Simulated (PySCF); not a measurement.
Stepwise substitution at one centre (C C2H5-H). All species are isolated molecules in the gas phase. One relaxed conformer stands for each flexible species; it need not be the lowest. Strings in code marks are SMILES.

Quantity: redistribution energy (mixed species minus the weighted end members), in kJ/mol.

A: 1 of 4 C2H5 replaced by H: `CCC(CC)CC`
B: 3 of 4 C2H5 replaced by H: `C(C)C`
C: 2 of 4 C2H5 replaced by H: `C(C)CCC` (C–C–C–C torsion -180°, C–C–C–C torsion -180°)

Q: Rank these by redistribution energy (mixed species minus the weighted end members) (lowest first), as B3LYP/6-31G* // PBE-D3(BJ)/def2-SVP (PySCF) gives it.

A: C (-13.20 kJ/mol), A (-9.89 kJ/mol), B (-4.39 kJ/mol)
